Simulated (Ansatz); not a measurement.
B$_{2}$GeH⁺, triplet: the ladder up to RCCSDT(Q)

Geometry: that of the B2GeH, quartet, kept fixed.

```yaml
atoms:
  - { symbol: B, position_ang: [0.0134, -1.0596, -1.3555] }
  - { symbol: Ge, position_ang: [0.0042, 0.0462, 0.4549] }
  - { symbol: B, position_ang: [-0.0575, 0.6170, -1.4835] }
  - { symbol: H, position_ang: [0.1718, 1.4195, -2.3301] }
```

Basis cc-pVDZ; Ansatz 0.2.0. Correlated methods freeze the noble-gas cores and the filled d shells of p-block atoms, which leaves 10 electrons in 44 orbitals. R marks a restricted (for open shells ROHF) determinant, U an unrestricted one. No spin–orbit coupling is included, and no scalar relativity.

Full CI isn't at hand for all of this; RCCSDT(Q) serves as the reference, and is uncertain by about the last step of the cluster series. The frozen core follows each run's orbitals, which can shift R against U totals by a few meV for light atoms and by up to 0.1 eV past Ca.

For open shells CISD is restricted-active-space CI with the open shells as a complete middle space.

```
UHF ⟨S²⟩                          : 2.703
T1 diagnostic (RCCSD)             : 0.0614
largest doubles amplitude (RCCSD) : 0.141
```

| level | E − E(RCCSDT(Q)) (kJ/mol) | share of correlation (%) | wall time |
| --- | --- | --- | --- |
| RHF | 673.5 | 0.00 | – |
| RMP2 | 145.6 | 78.38 | – |
| CISD | 108.1 | 83.94 | 21 s |
| RCCSD | 47.7 | 92.91 | – |
| RCCSD(T) | 8.8 | 98.69 | 73 s |
| BCCD(T) | 9.2 | 98.63 | 58 s |
| RCCSDT | 3.7 | 99.45 | – |

The correlation energy at RCCSDT(Q), counted from RHF, is -6.980 eV. That run took 3.6 min on 1 thread of Intel Xeon, shared host.

Run but not shown, since their state or frozen core can't be matched to the reference's or they repeat it: UHF, UMP2, UCCSD, UCCSD(T), UCCSDT, UCCSDT(Q).

Times hold each run's SCF and search for its determinant on a shared host, so for small cases they say little of a method's own cost; they ran on 1 thread of Intel Xeon.
